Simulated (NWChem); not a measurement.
Correlation energy of nitrogen (N2)

```
N
N 1 1.1004
```
Charge 0, spin multiplicity 1.

Everything below was run with NWChem. Structure: optimised with B3LYP/def2-SVP, a minimum by its harmonic frequencies.

Basis set: def2-SVP. Each correlation energy counts from its own Hartree-Fock reference.

The correlated methods keep 2 core orbitals frozen. Coupled-cluster values serve here as a point of comparison, not as the truth.

Problem. Order these methods by the correlation energy they give, lowest first: MP2, SCS-MP2, CCSD, CCSD+T(CCSD), CR-CCSD[T].

Solution. CCSD+T(CCSD) (-324.9 mHa), CR-CCSD[T] (-322.4 mHa), CCSD (-311.9 mHa), MP2 (-310.2 mHa), SCS-MP2 (-300.5 mHa)
